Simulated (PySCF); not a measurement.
methane cation (CH4), SMILES C (connectivity only; charge and spin as stated), charge +1, multiplicity 2. Geometry optimised at PBE-D3(BJ)/def2-TZVPD. The spin state was assumed, not searched.

Level of theory: PBE-D3(BJ)/def2-TZVPD in PySCF.

Harmonic wavenumbers (cm⁻¹): 430, 430, 1013, 1246, 1407, 2636, 2748, 2838, 2838. Rotational constants (GHz): 177.8, 177.8, 110.4; symmetry number 4.

Task: Work out the zero-point energy and the ideal-gas rigid-rotor harmonic-oscillator thermochemistry at 298.15 K and 1 atm.

Result: ZPE = ½ Σ hcν = ½ × 15586 cm⁻¹ = 22.28 kcal/mol. H − E(el) = 25.04 kcal/mol. Entropy in cal/(mol K): translation 34.26, rotation 12.43, vibration 1.86, spin 1.38, total 49.93. G − E(el) = 10.15 kcal/mol. Cp = 11.40 cal/(mol K).
